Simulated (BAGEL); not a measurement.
# One shape, several levels: N2H4 (hydrazine)

Wanted: a comparison of 6 runs (HF/3-21G, HF/def2-SVP, HF/aug-cc-pVDZ, B3LYP/6-31G*, B3LYP/def2-SVP, RI-MP2/6-311G**) of N2H4 (hydrazine). 

The calculation is run with BAGEL 1.2.2.

## 1. Starting point

The species is N2H4 (6 atoms), meant as a singlet with charge 0. SMILES: `NN`. The coordinates come from a PBE0-D4/def2-TZVP relaxation. This is one conformer, not always the lowest.

Bond lengths: N1–N2 1.415 Å, N1–H3 1.014 Å, N1–H4 1.011 Å, N2–H5 1.014 Å, N2–H6 1.011 Å. Angles: N1–N2–H5 112.7°, N1–N2–H6 108.2°, N2–N1–H3 112.7°, N2–N1–H4 108.2°, H5–N2–H6 108.3°, H3–N1–H4 108.3°.

## 2. A single-point energy at HF/3-21G (run 1)

hf.json

```json
{ "bagel": [

{
  "title": "molecule",
  "basis": "3-21g",
  "df_basis": "qzvpp-jkfit",
  "angstrom": "true",
  "geometry": [
    { "atom": "N", "xyz": [      -0.135100,      -0.701700,       0.195900 ] },
    { "atom": "N", "xyz": [       0.447300,       0.583800,       0.089900 ] },
    { "atom": "H", "xyz": [      -1.076200,      -0.737600,      -0.180500 ] },
    { "atom": "H", "xyz": [       0.438700,      -1.352200,      -0.322700 ] },
    { "atom": "H", "xyz": [       0.103900,       1.104700,      -0.709700 ] },
    { "atom": "H", "xyz": [       0.221500,       1.102900,       0.927100 ] }
  ]
},

{ "title": "hf", "df": "false" },

{ "title": "print", "file": "orbitals.molden", "orbitals": "true" }

]}
```

On the command line:

```console
$ BAGEL_NUM_THREADS=1 BAGEL hf.json > hf.out
```

The program printed:

```text
* using 1 threads per process

  ===============================================================
  ===============================================================

  *** Geometry ***

  { "atom" : "N", "xyz" : [     -0.255302,     -1.326021,      0.370197 ] },
  { "atom" : "N", "xyz" : [      0.845274,      1.103222,      0.169886 ] },
  { "atom" : "H", "xyz" : [     -2.033723,     -1.393862,     -0.341096 ] },
  { "atom" : "H", "xyz" : [      0.829023,     -2.555288,     -0.609815 ] },
  { "atom" : "H", "xyz" : [      0.196343,      2.087580,     -1.341139 ] },
  { "atom" : "H", "xyz" : [      0.418574,      2.084179,      1.751965 ] },

  Number of auxiliary basis functions:      226

  Since a DF basis is specified, we compute 2- and 3-index integrals:
    o Being stored without compression. Storage requirement is 0.001 GB

  Number of basis functions:       26
  Number of electrons      :       18

    * METHOD: MOLECULE                             0.02

  *** RHF ***

  === Nuclear Repulsion ===
    41.8337110163

      * DIIS with orbital gradients will be used.

  === RHF iteration (3-21g) ===
      0       -108.33963467          0.05658319           0.01
      1       -110.22640047          0.07603580           0.01
      2       -110.47397433          0.02870192           0.01
      3       -110.54066854          0.00584073           0.01
      4       -110.54695375          0.00247745           0.01
      5       -110.54786481          0.00046072           0.01
      6       -110.54789234          0.00007810           0.01
      7       -110.54789347          0.00002177           0.01
      8       -110.54789359          0.00000346           0.01
      9       -110.54789359          0.00000098           0.01
     10       -110.54789359          0.00000018           0.01
     11       -110.54789359          0.00000007           0.00
     12       -110.54789359          0.00000002           0.00
     13       -110.54789359          0.00000001           0.00
    * SCF iteration converged.

    * Permanent dipole moment:
           (    0.688715,    -0.260049,     0.630549) a.u.

    * METHOD: HF                                   0.09

    * METHOD: PRINT                                0.00

  ===============================================================
```

It took 0.26 s on 1 thread of Intel Xeon 6975P-C (Granite Rapids), shared host.

## 3. A single-point energy at HF/def2-SVP (run 2)

calc.json

```json
{ "bagel": [

{
  "title": "molecule",
  "basis": "svp",
  "df_basis": "qzvpp-jkfit",
  "angstrom": true,
  "geometry": [
    { "atom": "N", "xyz": [      -0.135100,      -0.701700,       0.195900 ] },
    { "atom": "N", "xyz": [       0.447300,       0.583800,       0.089900 ] },
    { "atom": "H", "xyz": [      -1.076200,      -0.737600,      -0.180500 ] },
    { "atom": "H", "xyz": [       0.438700,      -1.352200,      -0.322700 ] },
    { "atom": "H", "xyz": [       0.103900,       1.104700,      -0.709700 ] },
    { "atom": "H", "xyz": [       0.221500,       1.102900,       0.927100 ] }
  ]
},

{
  "title": "hf",
  "df": false
},

{
  "title": "print",
  "file": "orbitals.molden",
  "orbitals": true
}

]}
```

On the command line:

```console
$ BAGEL_NUM_THREADS=1 BAGEL calc.json > calc.out
```

The program printed:

```text
* using 1 threads per process

  ===============================================================
  ===============================================================

  *** Geometry ***

  { "atom" : "N", "xyz" : [     -0.255302,     -1.326021,      0.370197 ] },
  { "atom" : "N", "xyz" : [      0.845274,      1.103222,      0.169886 ] },
  { "atom" : "H", "xyz" : [     -2.033723,     -1.393862,     -0.341096 ] },
  { "atom" : "H", "xyz" : [      0.829023,     -2.555288,     -0.609815 ] },
  { "atom" : "H", "xyz" : [      0.196343,      2.087580,     -1.341139 ] },
  { "atom" : "H", "xyz" : [      0.418574,      2.084179,      1.751965 ] },

  Number of auxiliary basis functions:      226

  Since a DF basis is specified, we compute 2- and 3-index integrals:
    o Being stored without compression. Storage requirement is 0.004 GB

  Number of basis functions:       48
  Number of electrons      :       18

    * METHOD: MOLECULE                             0.03

  *** RHF ***

  === Nuclear Repulsion ===
    41.8337110163

      * DIIS with orbital gradients will be used.

  === RHF iteration (svp) ===
      0       -105.66302314          0.04821764           0.04
      1       -110.42641227          0.06834547           0.04
      2       -110.97147541          0.02913044           0.04
      3       -111.07691066          0.01010957           0.04
      4       -111.09149087          0.00299321           0.04
      5       -111.09299722          0.00083326           0.04
      6       -111.09315619          0.00012808           0.04
      7       -111.09316431          0.00003410           0.04
      8       -111.09316487          0.00000934           0.04
      9       -111.09316491          0.00000198           0.04
     10       -111.09316491          0.00000047           0.04
     11       -111.09316491          0.00000019           0.04
     12       -111.09316491          0.00000007           0.04
     13       -111.09316491          0.00000002           0.04
     14       -111.09316491          0.00000001           0.04
    * SCF iteration converged.

    * Permanent dipole moment:
           (    0.592953,    -0.223890,     0.542875) a.u.

    * METHOD: HF                                   0.61

    * METHOD: PRINT                                0.00

  ===============================================================
```

It took 0.8 s on 1 thread of Intel Xeon 6975P-C (Granite Rapids), shared host.

## 4. The energy at HF/aug-cc-pVDZ (run 3)

calc.json

```json
{ "bagel" : [

{
  "title" : "molecule",
  "basis" : "aug-cc-pvdz.json",
  "df_basis" : "qzvpp-jkfit",
  "angstrom" : "true",
  "geometry" : [
    { "atom" : "N", "xyz" : [   -0.135100,   -0.701700,    0.195900 ] },
    { "atom" : "N", "xyz" : [    0.447300,    0.583800,    0.089900 ] },
    { "atom" : "H", "xyz" : [   -1.076200,   -0.737600,   -0.180500 ] },
    { "atom" : "H", "xyz" : [    0.438700,   -1.352200,   -0.322700 ] },
    { "atom" : "H", "xyz" : [    0.103900,    1.104700,   -0.709700 ] },
    { "atom" : "H", "xyz" : [    0.221500,    1.102900,    0.927100 ] }
  ]
},
{ "title" : "hf", "df" : "false" },
{ "title" : "print", "file" : "orbitals.molden", "orbitals" : "true" }

]}
```

The basis set aug-cc-pVDZ is read from a file made from the Basis Set Exchange's data (not shown).

On the command line:

```console
$ BAGEL_NUM_THREADS=1 BAGEL calc.json > calc.out
```

The program printed:

```text
* using 1 threads per process

  ===============================================================
  ===============================================================

  *** Geometry ***

  { "atom" : "N", "xyz" : [     -0.255302,     -1.326021,      0.370197 ] },
  { "atom" : "N", "xyz" : [      0.845274,      1.103222,      0.169886 ] },
  { "atom" : "H", "xyz" : [     -2.033723,     -1.393862,     -0.341096 ] },
  { "atom" : "H", "xyz" : [      0.829023,     -2.555288,     -0.609815 ] },
  { "atom" : "H", "xyz" : [      0.196343,      2.087580,     -1.341139 ] },
  { "atom" : "H", "xyz" : [      0.418574,      2.084179,      1.751965 ] },

  Number of auxiliary basis functions:      226

  Since a DF basis is specified, we compute 2- and 3-index integrals:
    o Being stored without compression. Storage requirement is 0.012 GB

  Number of basis functions:       82
  Number of electrons      :       18

    * METHOD: MOLECULE                             0.04

  *** RHF ***

  === Nuclear Repulsion ===
    41.8337110163

      * DIIS with orbital gradients will be used.

  === RHF iteration (aug-cc-pvdz.json) ===
      0        -84.57181002          0.10128123           0.19
      1       -105.72186498          0.09576058           0.19
      2       -110.54710331          0.04675303           0.19
      3       -111.00709155          0.02766145           0.24
      4       -111.18260916          0.00819809           0.19
      5       -111.19954813          0.00241086           0.19
      6       -111.20122918          0.00052352           0.19
      7       -111.20134616          0.00008315           0.19
      8       -111.20135309          0.00002258           0.19
      9       -111.20135339          0.00000416           0.19
     10       -111.20135340          0.00000121           0.19
     11       -111.20135340          0.00000028           0.19
     12       -111.20135340          0.00000010           0.19
     13       -111.20135340          0.00000003           0.20
     14       -111.20135340          0.00000001           0.22
    * SCF iteration converged.

    * Permanent dipole moment:
           (    0.557716,    -0.210583,     0.510613) a.u.

    * METHOD: HF                                   3.01

    * METHOD: PRINT                                0.01

  ===============================================================
```

Wall time 3.3 s (1 thread of Intel Xeon 6975P-C (Granite Rapids), shared host).

Runs 4 to 5 aren't shown in full; the table further down has their settings and results.

## 5. Energy and gradient at RI-MP2/6-311G(d,p) (density fitting with qzvpp-jkfit, cc-pv5z-ri for correlation) (run 6)

input.json

```json
{ "bagel": [

{
  "title": "molecule",
  "basis": "6-311gss.json",
  "df_basis": "qzvpp-jkfit",
  "geometry": [
    { "atom": "N", "xyz": [ -0.25530200, -1.32602082,  0.37019735 ] },
    { "atom": "N", "xyz": [  0.84527450,  1.10322211,  0.16988638 ] },
    { "atom": "H", "xyz": [ -2.03372326, -1.39386199, -0.34109557 ] },
    { "atom": "H", "xyz": [  0.82902285, -2.55528767, -0.60981462 ] },
    { "atom": "H", "xyz": [  0.19634254,  2.08758045, -1.34113863 ] },
    { "atom": "H", "xyz": [  0.41857434,  2.08417894,  1.75196509 ] }
  ]
},
{
  "title": "force",
  "method": [
    {
      "title": "mp2",
      "ncore": 2,
      "aux_basis": "cc-pv5z-ri"
    }
  ]
}

]}
```

The basis set 6-311G** is read from a file made from the Basis Set Exchange's data (not shown).

On the command line:

```console
$ BAGEL_NUM_THREADS=1 BAGEL input.json > input.out
```

The program printed:

```text
* using 1 threads per process

  ===============================================================
  ===============================================================

  *** Geometry ***

  { "atom" : "N", "xyz" : [     -0.255302,     -1.326021,      0.370197 ] },
  { "atom" : "N", "xyz" : [      0.845275,      1.103222,      0.169886 ] },
  { "atom" : "H", "xyz" : [     -2.033723,     -1.393862,     -0.341096 ] },
  { "atom" : "H", "xyz" : [      0.829023,     -2.555288,     -0.609815 ] },
  { "atom" : "H", "xyz" : [      0.196343,      2.087580,     -1.341139 ] },
  { "atom" : "H", "xyz" : [      0.418574,      2.084179,      1.751965 ] },

  Number of auxiliary basis functions:      226

  Since a DF basis is specified, we compute 2- and 3-index integrals:
    o Being stored without compression. Storage requirement is 0.007 GB

  Number of basis functions:       60
  Number of electrons      :       18

    * METHOD: MOLECULE                             0.03

  The gradients will be computed analytically.

  *** RHF ***

  === Nuclear Repulsion ===
    41.8337110111

      * DIIS with orbital gradients will be used.

  === RHF iteration (6-311gss.json) ===
      0       -111.10801381          0.02794874           0.00
      1       -111.18826464          0.01386208           0.00
      2       -111.21023395          0.00201123           0.00
      3       -111.21100318          0.00031010           0.00
      4       -111.21103248          0.00009292           0.01
      5       -111.21103653          0.00002161           0.00
      6       -111.21103677          0.00000565           0.00
      7       -111.21103679          0.00000102           0.00
      8       -111.21103679          0.00000047           0.00
      9       -111.21103679          0.00000012           0.00
     10       -111.21103679          0.00000003           0.00
     11       -111.21103679          0.00000001           0.00
    * SCF iteration converged.

    * Permanent dipole moment:
           (    0.582246,    -0.219846,     0.533073) a.u.

  === DF-MP2 calculation ===

    * freezing 2 orbitals
  Number of auxiliary basis functions:      750

  Since a DF basis is specified, we compute 2- and 3-index integrals:
    o Being stored without compression. Storage requirement is 0.022 GB

  Number of basis functions:       60
  Number of electrons      :       18

      MP2 correlation energy:   -0.3723978728

    * Permanent dipole moment: MP2 unrelaxed
           (    0.577183,    -0.217935,     0.528437) a.u.

  === Z-vector iteration ===

      0     0.00032578536107           0.00
      1     0.00008395422920           0.00
      2     0.00001886406198           0.00
      3     0.00000464808997           0.00
      4     0.00000100410833           0.00
      5     0.00000021318956           0.00
      6     0.00000003502671           0.00
      7     0.00000000748776           0.00

    * Permanent dipole moment: MP2 relaxed
           (    0.567454,    -0.214262,     0.519530) a.u.

  * Nuclear energy gradient

    o Atom   0
        x          0.0032825355
        y          0.0060357729
        z         -0.0044898655
    o Atom   1
        x         -0.0064259906
        y         -0.0048485889
        z          0.0016052914
    o Atom   2
        x          0.0002376662
        y         -0.0001859087
        z          0.0012629393
    o Atom   3
        x          0.0000605051
        y         -0.0009658699
        z          0.0013330467
    o Atom   4
        x          0.0012448380
        y         -0.0003745835
        z          0.0000930041
    o Atom   5
        x          0.0016004457
        y          0.0003391781
        z          0.0001955841

    * METHOD: FORCE                                1.51

  ===============================================================
```

Wall time 1.7 s (1 thread of Intel Xeon 6975P-C (Granite Rapids), shared host).

## 6. The series

| run | level | integral approximation | Cartesian functions | task | energy (Eh) | dipole moment (D) | HOMO energy (eV) | LUMO energy (eV) | wall time |
| --- | --- | --- | --- | --- | --- | --- | --- | --- | --- |
| 1 | HF/3-21G | none | no | energy | -110.547894 | 2.46 | -10.63 | 7.27 | 0.26 s |
| 2 | HF/def2-SVP | none | no | energy | -111.093165 | 2.12 | -10.92 | 4.85 | 0.8 s |
| 3 | HF/aug-cc-pVDZ | none | no | energy | -111.201353 | 2.00 | -11.07 | 0.99 | 3.3 s |
| 4 | B3LYP/6-31G* (density fitting with qzvpp-jkfit, Cartesian functions) | qzvpp-jkfit | yes | energy | -111.856039 | 2.11 | -6.44 | 2.17 | 1.4 s |
| 5 | B3LYP/def2-SVP (density fitting with svp-jkfit) | svp-jkfit | no | energy | -111.777485 | 2.00 | -6.44 | 1.46 | 1.7 s |
| 6 | RI-MP2/6-311G** (density fitting with qzvpp-jkfit, cc-pv5z-ri for correlation) | qzvpp-jkfit | no | gradient | -111.583435 | 2.03 | – | – | 1.7 s |

## 7. Outcome

| quantity | value |
| --- | --- |
| run 6: total energy | -111.58343 Eh |
| run 6: dipole moment (of the density that the program reports) | 2.03 D |
| run 6: correlation energy (2 core orbitals frozen) | -372.4 mEh |
| run 6: largest force on an atom | 0.422 eV/Å |

What this shows: The dipole moment runs from 2.00 D (HF/aug-cc-pVDZ) to 2.46 D (HF/3-21G). Among the like runs compared (one geometry, species and surroundings), the HOMO–LUMO gap runs from 7.91 eV (B3LYP/def2-SVP) to 17.90 eV (HF/3-21G). The two ends differ in method and basis. All runs together took 9.2 s, the longest 3.3 s.
